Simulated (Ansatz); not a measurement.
# RbVF3 (Pm-3m)

Level of theory: DFT PBEsol, scalar-relativistic, plane waves, PAW (Ansatz).

Cutoff 420 eV; k points 8×8×8 on the computed 5-atom cell (Γ-centred); Gaussian smearing, width 0.02 eV; collinear spin from starting moments 0 2.42 0 0 0 μB.

The structure is relaxed at this level of theory with its symmetry kept. Whether it is the stable form of this composition wasn't checked.

Symmetry: Pm-3m, No. 221, cubic system. Conventional cell: a = 4.151 Å, b = 4.151 Å, c = 4.151 Å, α = 90.00°, β = 90.00°, γ = 90.00°. Around Rb (site symmetry m-3m) lie 12 F at 2.94 Å. Around V (site symmetry m-3m) lie 6 F at 2.08 Å. F (site symmetry 4/mmm) has 2 V at 2.08 Å as nearest neighbours.

```json
{
  "Volume per atom": "14.31 Å³",
  "Formation energy from the elements' standard states (uncorrected)": "-2.585 eV/atom",
  "Kohn–Sham band gap": "0.57 eV, indirect from R to Γ",
  "Löwdin character of the top 1 eV of the valence band": "V 3d 92 %, F 2p 7 %",
  "Löwdin character of the lowest 1 eV of the conduction band": "V 3d 86 % (semilocal functionals without a Hubbard U place empty 3d levels too low)",
  "Electron masses at the edge by Cartesian direction of the standard setting (m_e; degenerate bands sorted by energy; no spin-orbit coupling)": "x: 17, 0.66; y: 17, 0.66; z: 17, 0.66",
  "Hole masses at the edge by Cartesian direction of the standard setting (m_e; degenerate bands sorted by energy; no spin-orbit coupling)": "x: over 30, 1.6, 1.6; y: over 30, 1.6, 1.6; z: over 30, 1.6, 1.6",
  "Bulk modulus": "77 GPa",
  "Its pressure derivative": "4.8",
  "Electronic dielectric constant xx, yy, zz of the standard setting (independent particles)": "2.8, 2.8, 2.8",
  "Bader charges (e)": "Rb (1 in the cell) 0.88, V (1 in the cell) 1.55, F (3 in the cell) -0.81",
  "Total moment": "3.00 μB per cell",
  "Site moments (μB; atoms counted from 1 over the whole cell)": "V (atom 2) 2.20"
}
```

Only this magnetic start was tried.

Symmetry holds off the tilts and polar distortions that many cubic perovskites undergo.

Cost: 12 runs of about 6 core-minutes in all, on Arm Neoverse V2 (shared hosts).